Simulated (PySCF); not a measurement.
Gas-phase reaction: B + 2 H + Cl → BH₂Cl

Method: PySCF energies plus ideal-gas RRHO corrections (1 bar). † marks an energy on the PBE0/def2-TZVP geometry and frequencies. MP2 and CCSD(T) freeze the core. Open shells (unrestricted): B (multiplicity 2), H (multiplicity 2), Cl (multiplicity 2); the rest are closed-shell singlets. Spin-orbit splitting is ignored; it lowers the true energy and changes the entropy of B, Cl. BH₂Cl: computed as isolated molecules; such fragments, hydroxides, amides, oligomers or adducts are transient or little studied in the gas. MP2 isn't extrapolated to the basis-set limit. CCSD(T) isn't extrapolated to the basis-set limit.

BLYP/def2-TZVP† gives ΔH°(298 K) = -1194 kJ.

Task: What do MP2/def2-SVP†, CCSD(T)/def2-TZVPP†, HF/def2-TZVP† give?

Result: MP2/def2-SVP†: -1175 kJ; CCSD(T)/def2-TZVPP†: -1182 kJ; HF/def2-TZVP†: -960 kJ. For scale, ΔH°(298 K) is -1194 kJ at this level, -1221 kJ at ωB97M-V/def2-TZVP†, and runs from -1550 to -960 kJ over the 20 levels computed.
